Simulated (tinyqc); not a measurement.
Inside a calculation. Method: Hueckel theory of the pi electrons, for the molecule C=C1C=CC=C1 (SMILES; centres numbered as the heavy atoms are written). One step of it, computed by the program tinyqc.

Task: Orbitals. Diagonalise; E = alpha + x beta with beta < 0, so the largest x are filled first; degenerate levels share their electrons. P = sum n_i c_ri c_si; each orbital has its largest coefficient positive (the first on a tie).

Hueckel matrix in units of beta (H = alpha + beta A), order 1C, 2C, 3C, 4C, 5C, 6C:
```
[[0.000000, 1.000000, 0.000000, 0.000000, 0.000000, 0.000000],
 [1.000000, 0.000000, 1.000000, 0.000000, 0.000000, 1.000000],
 [0.000000, 1.000000, 0.000000, 1.000000, 0.000000, 0.000000],
 [0.000000, 0.000000, 1.000000, 0.000000, 1.000000, 0.000000],
 [0.000000, 0.000000, 0.000000, 1.000000, 0.000000, 1.000000],
 [0.000000, 1.000000, 0.000000, 0.000000, 1.000000, 0.000000]]
```

pi electrons, sum of z_r less the charge = 6

Give: x values; occupations; coefficients; charge and bond-order matrix P.

Result:

x values: [2.115, 1.000, 0.618, -0.254, -1.618, -1.861]

occupations: [2.000, 2.000, 2.000, 0.000, 0.000, 0.000]

coefficients, order 1C, 2C, 3C, 4C, 5C, 6C:
```
[[0.247, 0.500, 0.000, 0.749, 0.000, -0.357],
 [0.523, 0.500, 0.000, -0.190, 0.000, 0.664],
 [0.429, 0.000, 0.602, -0.351, -0.372, -0.439],
 [0.385, -0.500, 0.372, 0.280, 0.602, 0.153],
 [0.385, -0.500, -0.372, 0.280, -0.602, 0.153],
 [0.429, 0.000, -0.602, -0.351, 0.372, -0.439]]
```

charge and bond-order matrix P, order 1C, 2C, 3C, 4C, 5C, 6C:
```
[[0.622, 0.759, 0.212, -0.310, -0.310, 0.212],
 [0.759, 1.047, 0.449, -0.097, -0.097, 0.449],
 [0.212, 0.449, 1.092, 0.778, -0.116, -0.355],
 [-0.310, -0.097, 0.778, 1.073, 0.520, -0.116],
 [-0.310, -0.097, -0.116, 0.520, 1.073, 0.778],
 [0.212, 0.449, -0.355, -0.116, 0.778, 1.092]]
```
